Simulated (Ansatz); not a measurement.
`O=BCl`. Total charge 0; spin multiplicity 1. The structure was optimised at the PBE0-D4/def2-TZVP level.

```xyz
3

O    -0.977    0.260   -0.914
B    -0.114    0.030   -0.107
Cl    1.091   -0.291    1.020
```

(1) What is the dipole moment at PBE/def2-TZVPP? (Estimate.)

(2) And with r2SCAN, B3LYP, ωB97M-V? (Estimate.)

(3) Give the Mulliken charges with PBE, r2SCAN, B3LYP in def2-TZVPP. (Estimate.)

Answers

(1) The calculation gave: 2.64 D, with components (1.89, -0.50, 1.77) D in this frame, pointing from negative to positive charge.

(2) Ansatz gave: r2SCAN 2.74 D, B3LYP 2.78 D, ωB97M-V 2.80 D.

(3) Ansatz gave: 
```csv
atom,PBE,r2SCAN,B3LYP
O1,-0.14,-0.20,-0.18
B2,0.17,0.23,0.22
Cl3,-0.03,-0.03,-0.04
```

B3LYP here is the variant with VWN-RPA as its local correlation; programs differ in this.
